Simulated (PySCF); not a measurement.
Estimate the missing entries of this data sheet.

C2H4B (charge -1).
Structure used (PBE0-D3(BJ)/def2-SVP), in Å, numbered top down from 1:
```
atom  x, y, z in Å
B1    -0.9908    0.1179    0.0690
C2     0.5861   -0.0092    0.0462
C3     1.8091   -0.1079    0.0286
H4    -1.4852   -0.5116   -0.8858
H5    -1.4428   -0.3458    1.1334
H6    -1.3254    1.3147   -0.0223
H7     2.8787   -0.1942    0.0130
```

```tsv
property	level	value
point group	PBE0-D3(BJ)/def2-SVP	?
rotational constants A, B, C	PBE0-D3(BJ)/def2-SVP	?
HOMO energy	PBE0/pcSseg-1	?
LUMO energy	PBE0/pcSseg-1	?
13C chemical shifts (computed TMS as zero) by class	GIAO PBE0/pcSseg-1	?
1H chemical shifts (computed TMS as zero) by class	GIAO PBE0/pcSseg-1	?
isotropic shieldings of nuclei other than C and H, by class	GIAO PBE0/pcSseg-1	?
largest of the computed one-bond spin–spin couplings (means over like bonds)	B3LYP/pcJ-1	13C–1H +236.9 (C3–H7), 13C–13C +153.3 (C2–C3), 11B–1H +92.2 (B1–H4 and 2 like it), 13C–11B +71.5 (C2–B1) Hz
```

Gas-phase values; electronic properties from PySCF, density fitting. Isolated species at its PBE0-D3(BJ)/def2-SVP geometry, gas phase. The geometry's basis has no diffuse functions, a weakness for an anion. No diffuse functions stand in pcJ-1 and pcSseg-1, which bears on an anion's orbital energies.

Q: What are the 1H chemical shifts (computed TMS as zero) by class?

A: 0.76 (H4/H5/H6), 0.67 (H7) ppm.

Q: The isotropic shieldings of nuclei other than C and H, by class?

A: 149 (B1) ppm.

Q: What are the rotational constants A, B, C?

A: 122.112, 7.874, 7.874 GHz.

Q: Give the LUMO energy.

A: 6.24 eV.

Q: The 13C chemical shifts (computed TMS as zero) by class?

A: 123.0 (C2), 70.1 (C3) ppm.

Q: The point group?

A: C3v.

Q: The HOMO energy?

A: -1.68 eV.

The rotational constants are those of a prolate symmetric top. With B = h/(8π²I), that is 505.379 GHz u Å² over I, the principal moments of inertia are 4.14, 64.2 and 64.2 u Å² (most abundant isotopes).

For the geometry optimisation (PBE0-D3(BJ)/def2-SVP), on one thread, Arm Neoverse V1, shared host, this took 2.8 s of wall time.
